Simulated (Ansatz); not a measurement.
The first iterations of a band of AlFH2 + H3P (8 atoms, charge 0, multiplicity 1).

Method: RKS revPBE-D4/def2-SVP (Ansatz).

```
movable images  : 5
climbing image  : yes
spring          : 5.0 eV/Å²
optimiser       : quadratic models (default)
start path      : through a guess of the saddle point
force threshold : 0.5 eV/Å
iteration limit : 60
end points      : relaxed
```

Initial state:

```xyz
8
Properties=species:S:1:pos:R:3
Al 0.017 -0.032 0.031
F -0.132 0.536 1.625
H 1.490 -0.066 -0.577
H -1.339 -0.196 -0.792
P 0.171 -3.054 1.136
H -0.699 -2.506 0.117
H 1.374 -2.604 0.484
H 0.076 -1.879 1.967
```

Final state:

```xyz
8
Properties=species:S:1:pos:R:3
Al 0.100 -0.347 -0.129
F -0.117 0.068 1.882
H 1.506 0.316 -0.494
H -1.310 0.079 -0.748
P 0.201 -2.537 0.859
H -0.777 -3.326 0.178
H 1.402 -3.136 0.370
H -0.049 -0.917 2.075
```

| iteration | highest image above the first end (eV) | largest band force component (eV/Å) |
| --- | --- | --- |
| 1 | 1.928 | 5.453 |
| 2 | 1.285 | 2.705 |

Question: Does the band converge within its limit, and where does its top end?

Answer: The run converged. It ended after 5 iterations with the highest image 1.009 eV above the first end. The threshold of 0.5 eV/Å is loose, so the images may lie well off the minimum-energy path. The order of the stationary point at the top wasn't checked. The orbitals stay closed-shell, which can raise the energy where a bond breaks towards radicals; this wasn't checked here.

The run took 49 s on 1 thread of Arm Neoverse V2 (shared host), peak memory 0.15 GiB.
